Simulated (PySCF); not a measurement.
# Worked example: HAl–CH, sextet against HAl–CH, quartet

Geometry (PBE0/def2-TZVP stationary point of a quartet), kept for both states (HAl–CH, quartet: A''; HAl–CH, sextet: A'):

```xyz
4

Al    0.0000   -0.0744    0.6134
C     0.0000    0.0101   -1.3080
H     0.0000    1.3217    1.4205
H     0.0000    0.5490   -2.2537
```

Basis 6-31G; PySCF 2.14.0. Only valence electrons are correlated (noble-gas cores frozen). Prefix R: restricted or restricted open-shell reference; prefix U: unrestricted.

Full CI isn't at hand for all of this; RCCSDT serves as the reference. It lacks quadruple excitations, which often exceed the step from CCSD(T) to CCSDT. The frozen core follows each run's orbitals, which can shift R against U totals by a few meV.

| level | E(HAl–CH, quartet) (hartree) | E(HAl–CH, sextet) (hartree) |
| --- | --- | --- |
| UHF | -280.782682 | -280.596064 |
| UMP2 | -280.855221 | -280.656992 |
| UCCSD(T) | -280.879852 | -280.680648 |
| PBE | -281.319999 | -281.114249 |
| r2SCAN | -281.469029 | -281.266599 |
| RCCSDT | -280.880441 | -280.681286 |

Task: Give the vertical gap, HAl–CH sextet less HAl–CH quartet, at each level in eV (1 hartree = 27.2114 eV), and each error against RCCSDT.

Result: RCCSDT: (-280.681286 − (-280.880441)) × 27.2114 = 5.419 eV (the reference)
r2SCAN: (-281.266599 − (-281.469029)) × 27.2114 = 5.508 eV, error 0.089 eV
PBE: (-281.114249 − (-281.319999)) × 27.2114 = 5.599 eV, error 0.180 eV
UCCSD(T): (-280.680648 − (-280.879852)) × 27.2114 = 5.421 eV, error 0.002 eV
UMP2: (-280.656992 − (-280.855221)) × 27.2114 = 5.394 eV, error -0.025 eV
UHF: (-280.596064 − (-280.782682)) × 27.2114 = 5.078 eV, error -0.341 eV

Total energies of functionals can't be set beside those of wave-function methods, since they hold the core's correlation and their own absolute errors; only the differences compare.

The set has no polarisation functions, so the order and spacing of states can differ from the basis-set limit.

In so small a basis the reference is far from its limit while semilocal and hybrid functionals are nearer theirs, so the functionals' errors here hold much of the reference's basis and frozen-core error, which can add to them or hide them.

Each level lands on the state that its own search finds. T1 diagnostics of restricted CCSD: 0.025 and 0.055.
